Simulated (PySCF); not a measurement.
Ionisation energy of Ne by level of theory

Ne [Ne] (1S) → Ne+ [He] 2s2 2p5 (2P), as a difference of total energies. Calculation: PySCF 2.14, in 6-31G*; no relativity, point nucleus. Correlated levels: valence: 1s2 frozen. The calculations carry no spin-orbit coupling.

```csv
method,ionisation energy (eV),error (eV)
UHF,19.681,-1.916
BP86,21.340,-0.257
LDA,21.701,+0.104
MP2 (valence),21.150,-0.447
SCS-MP2 (valence),21.040,-0.557
CCSD (valence),20.984,-0.613
CCSD(T) (valence),20.996,-0.601
```

Reference: 21.597 eV (measured; NIST levels, between the centres of gravity of the two terms).

Errors of the correlated levels include the incompleteness of this basis and the frozen core.
